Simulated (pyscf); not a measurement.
F–SiH(F)–O–SiH₃ (SMILES F[SiH](F)O[SiH3]) + HF (SMILES F) -> F–SiH(F)–F (SMILES F[SiH](F)F) + HO–SiH₃ (SMILES O[SiH3]) (four-centre exchange; singlet surface; O–Si, F–H broken, F–Si, H–O formed). PySCF, gas phase, ωB97X-D3(BJ)/def2-SVP geometries. Rate constants from transition-state theory, ωB97M-D3(BJ)/def2-TZVP energies (ideal gas, 1 atm, RRHO with modes under 100 cm⁻¹ raised to 100, one conformer, R ln 2 for rigid chiral ones; no tunnelling), k in cm³ molecule⁻¹ s⁻¹.

```csv
T (K),1000/T,log10 k
298,3.354,-25.44
600,1.667,?
900,1.111,-17.44
1200,0.833,-16.32
```

Question: Fit an Arrhenius line to the three values, give the activation energy, and predict k at 600 K.

Answer: Least squares gives log10 k = -13.38 − 3.60 × 1000/T, so Ea = 3.60 × ln 10 × 1.987 = 16.5 kcal/mol, against an electronic barrier of 15.5. At 600 K the line gives -19.38; the computed value is -19.54 (ΔG‡ = 37.2 kcal/mol), a factor 1.4 under the line, since the plot is curved. One saddle was located; it need not be the lowest between these sides.
